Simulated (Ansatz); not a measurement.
# H5NSi: the cost of one run

Program: Ansatz 0.2.0. Level of theory: RKS PBE-D4/STO-3G. These are calculated values, not measurements.

### Step 1. Starting point

Bond lengths: Si1–H2 1.460 Å, Si1–N3 1.820 Å, N3–H4 1.060 Å, N3–H5 1.060 Å, Si1–H6 1.459 Å, Si1–H7 1.459 Å. Angles: H2–Si1–N3 109.5°, H2–Si1–H6 109.5°, H2–Si1–H7 109.5°, N3–Si1–H6 109.5°, N3–Si1–H7 109.5°, H6–Si1–H7 109.5°, Si1–N3–H4 120.0°, Si1–N3–H5 120.0°, H4–N3–H5 120.0°.

As a file:

```xyz
7

Si    0.0000    0.0000    0.0000
H     0.0000    0.0000    1.4600
N     1.7163    0.0000   -0.6061
H     2.2145   -0.9180   -0.7868
H     2.2175    0.9180   -0.7783
H    -0.6877    1.1914   -0.4862
H    -0.6877   -1.1914   -0.4862
```

### Step 2. Preparing the start

Input file input.yaml:

```yaml
crystal:
  periodic: [false, false, false]
  atoms:
    - { symbol: Si, position_ang: [0.0, 0.0, 0.0] }
    - { symbol: H, position_ang: [0.0, 0.0, 1.46] }
    - { symbol: "N", position_ang: [1.7163, 0.0, -0.6061] }
    - { symbol: H, position_ang: [2.2145, -0.918, -0.7868] }
    - { symbol: H, position_ang: [2.2175, 0.918, -0.7783] }
    - { symbol: H, position_ang: [-0.6877, 1.1914, -0.4862] }
    - { symbol: H, position_ang: [-0.6877, -1.1914, -0.4862] }
basis:
  gaussian: { orbitals: STO-3G }
hamiltonian:
  xc: pbe
  dispersion: d4
relax:
  f_tol: 0.02
  max_steps: 40
```

Command:

```sh
$ ansatz run input.yaml --threads 1 --pin off --max-ram 2048MiB --backend cpu --events-out ev --progress --plain --runs-dir out
```

**Question.** How long does this run take on 1 thread of Arm Neoverse V2, shared host, and how much memory does it need?

About 5.5 s, with a peak of 0.092 GiB.
